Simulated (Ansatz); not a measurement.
# P₂H₂ (quintet): from Hartree-Fock to the top rungs, cc-pVTZ

An exercise on one series of results from a longer session: the logs are not shown, and one member is left open.

The runs use Ansatz 0.2.0, Gaussian basis; cc-pVTZ, core rule «outside noble gas», up to 10 orbitals frozen.

To be run: UHF; CCSD(T) on ROHF; CCSD(T) on UHF; BCCD(T) on ROHF; CCSDT(Q) on ROHF; CCSDT(Q) on UHF; CASSCF and MRCISD+Q, 12 electrons in 10 orbitals; CASSCF and NEVPT2, 12 electrons in 10 orbitals.

6 further runs of the same task are left out: 6 set aside as unsound or not needed.

## What is computed

The geometry is a PBE0/def2-TZVP stationary point (not a proven minimum) of the parent state, kept for this charge and spin.

4 atoms, charge 0, spin multiplicity 5.

Atoms are counted from 1 here; the program's logs count them from 0.

Bond lengths: P1–P2 2.159 Å, P1–H3 1.428 Å, P2–H4 1.428 Å. Angles: P2–P1–H3 95.2°, P1–P2–H4 95.2°.

The first run:

in.yaml

```yaml
crystal:
  periodic: [false, false, false]
  atoms:
    - {symbol: P, position_ang: [-0.031349, -0.073548, 1.077042]}
    - {symbol: P, position_ang: [-0.031350, 0.073548, -1.077042]}
    - {symbol: H, position_ang: [0.963360, 0.931093, 1.276164]}
    - {symbol: H, position_ang: [0.963376, -0.931077, -1.276164]}
basis:
  gaussian: {orbitals: cc-pVTZ}
magnetization: {spin_polarized: true, initial_magnetization: 4}
hamiltonian: {xc: hf}
output: {orbitals: {seedname: orbitals}}
```

The run is started by

```console
ansatz run in.yaml --threads 1 --pin off --events-out ev --progress --plain --max-ram 4096MiB --backend cpu
```

Among the steps run: UHF; CCSD(T) on ROHF; CCSD(T) on UHF; BCCD(T) on ROHF; CCSDT(Q) on ROHF; CCSDT(Q) on UHF; CASSCF and MRCISD+Q, 12 electrons in 10 orbitals; CASSCF and NEVPT2, 12 electrons in 10 orbitals.

One table of the session follows, with a row left open; its other results are not shown here.

```
          method  from UCCSDT(Q) (meV)
            ROHF               +8508.2
             UHF               +8256.5
            RMP2               +1485.3
            UMP2               +1560.9
           RCCSD                +471.9
           UCCSD                +462.1
        RCCSD(T)                 +81.2
        UCCSD(T)                 +81.4
         BCCD(T)                 +80.0
          RCCSDT                     ?
          UCCSDT                 +24.5
       RCCSDT(Q)                  +3.2
       UCCSDT(Q)                     0
  CASSCF valence               +7280.5
  NEVPT2 valence               +1642.8
  MRCISD valence                +898.2
MRCISD+Q valence                +156.0
```

**Question.** Estimate the row for RCCSDT.

**Answer.** from UCCSDT(Q) (meV): +27.5. In the column «from UCCSDT(Q) (meV)» it lies between UCCSDT (+24.5) and BCCD(T) (+80.0).

Among the levels timed on like hardware and quicker than the yardstick, those that no quicker one beats, quickest first: RCCSD(T) (6.5 s, +81.2 meV); BCCD(T) (9.5 s, +80.0 meV).

Limits of these values: Of the multireference levels listed MRCISD+Q valence comes nearest in total energy (+156.0 meV), which doesn't show that its space is the better one. Restricted and unrestricted rows rest on different reference determinants; where their highest levels disagree by more than a few hundredths of an eV, they describe different states and don't form one ladder.
